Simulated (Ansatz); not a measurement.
The same path of BFH₄O (7 atoms, charge 0, multiplicity 1) was run twice with different band settings. Lost on the way: B1–F2, O5–H7. Made: F2–H7.

Method: Ansatz, RKS B3LYP-D4/6-31G*.

Relaxed end points:

```xyz
7
Properties=species:S:1:pos:R:3
B -0.007 0.027 0.053
F -0.380 0.484 1.293
H 1.148 0.188 -0.243
H -0.858 0.051 -0.798
O 0.029 -1.751 0.355
H -0.873 -1.989 0.637
H 0.584 -1.863 1.148
```

```xyz
7
Properties=species:S:1:pos:R:3
B 0.030 -0.414 -0.498
F 0.088 -0.088 2.358
H 1.080 0.147 -0.517
H -0.955 -0.002 -1.042
O 0.000 -1.613 0.162
H -0.877 -2.027 0.135
H 0.275 -0.857 1.846
```

Common settings: spring 5.0 eV/Å²; optimiser quadratic models (default); start path through a guess of the saddle point; force threshold 0.03 eV/Å; iteration limit 60; end points relaxed.

| run | movable images | climbing image |
| --- | --- | --- |
| 1 | 5 | yes |
| 2 | 6 | no |

**Question.** What does each run give, and how far can it be trusted?

**Answer.** Run 1: converged after 11 iterations, highest image 0.865 eV above the first end. A vibrational analysis at the climbing image gives one clearly imaginary mode, 829i cm⁻¹: a first-order saddle point.
Run 2: converged after 10 iterations, highest image 0.865 eV above the first end. No image climbed, so the highest image needn't sit at the top of the path.
The orbitals stay closed-shell, which can raise the energy where a bond breaks towards radicals; this wasn't checked here.
